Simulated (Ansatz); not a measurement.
**Si₂NH₇: basis-set convergence**

Aim: see how fast density functionals and correlated methods converge with the basis set for Si₂NH₇.

Method: one geometry, several basis sets; program: Ansatz 0.2.0, Gaussian basis.

Levels to be run: PBE0-D4/def2-SVP; ωB97M-V/def2-SVP; PBE0-D4/def2-QZVPP; ωB97M-V/def2-QZVPP; CCSD(T)/cc-pV(D+d)Z; CCSD(T)/cc-pV(T+d)Z; the functionals' def2-TZVPP values are taken from earlier runs.

## 1. The geometry

An earlier PBE0-D4 in a triple-zeta def2 set relaxation fixed the geometry.

SMILES `N[SiH2][SiH3]`, 10 atoms, charge 0, spin multiplicity 1.

Atoms are counted from 1 here; the program's logs count them from 0.

Bond lengths: N1–Si2 1.724 Å, N1–H4 1.007 Å, N1–H5 1.008 Å, Si2–Si3 2.341 Å, Si2–H6 1.488 Å, Si2–H7 1.497 Å, Si3–H8 1.491 Å, Si3–H9 1.488 Å, Si3–H10 1.489 Å. Angles: Si2–N1–H4 119.6°, Si2–N1–H5 119.6°, H4–N1–H5 110.6°, N1–Si2–Si3 108.6°, N1–Si2–H6 107.4°, N1–Si2–H7 115.6°, Si3–Si2–H6 110.7°, Si3–Si2–H7 108.1°, H6–Si2–H7 106.4°, Si2–Si3–H8 110.1°, Si2–Si3–H9 111.4°, Si2–Si3–H10 110.3°, H8–Si3–H9 108.1°, H8–Si3–H10 108.1°, H9–Si3–H10 108.8°.

## 2. PBE0-D4 in def2-SVP

in.yaml

```yaml
crystal:
  periodic: [false, false, false]
  atoms:
    - {symbol: N, position_ang: [-1.517445, 0.536771, -0.762235]}
    - {symbol: Si, position_ang: [0.155174, 0.760901, -0.407503]}
    - {symbol: Si, position_ang: [0.870236, -0.993725, 0.967019]}
    - {symbol: H, position_ang: [-1.837739, -0.354127, -1.106357]}
    - {symbol: H, position_ang: [-2.042225, 1.288436, -1.180876]}
    - {symbol: H, position_ang: [0.290724, 2.067151, 0.292858]}
    - {symbol: H, position_ang: [1.065580, 0.820925, -1.594764]}
    - {symbol: H, position_ang: [0.557308, -2.303712, 0.328059]}
    - {symbol: H, position_ang: [0.198704, -0.953306, 2.293797]}
    - {symbol: H, position_ang: [2.342884, -0.920413, 1.173001]}
basis:
  gaussian: {orbitals: def2-SVP}
hamiltonian: {xc: pbe0, dispersion: d4}
output: {orbitals: {seedname: orbitals}}
```

On the command line:

```console
$ ansatz run in.yaml --threads 2 --pin off --events-out ev --progress --plain --max-ram 32768MiB --backend cpu
```

After this run come: ωB97M-V in def2-SVP; PBE0-D4 in def2-QZVPP; ωB97M-V in def2-QZVPP; CCSD(T) in cc-pV(D+d)Z; CCSD(T) in cc-pV(T+d)Z.

Before running them: what should the planned runs give, taken together? Wanted: PBE0-D4: double and triple zeta above quadruple; ωB97M-V: double and triple zeta above quadruple.

The runs gave:

| quantity | value |
| --- | --- |
| PBE0-D4: double and triple zeta above quadruple | 8.17, 0.64 eV |
| ωB97M-V: double and triple zeta above quadruple | 8.29, 0.60 eV |

**Reading.** PBE0-D4 gains 7.53 eV from double to triple zeta, then 0.64 eV more. These are total energies; as a rule much of such shifts cancels in differences, which this series doesn't test. The LUMO of ωB97M-V is positive and keeps falling with the basis (2.12 to 1.17 eV): an unbound level that the basis holds in place.
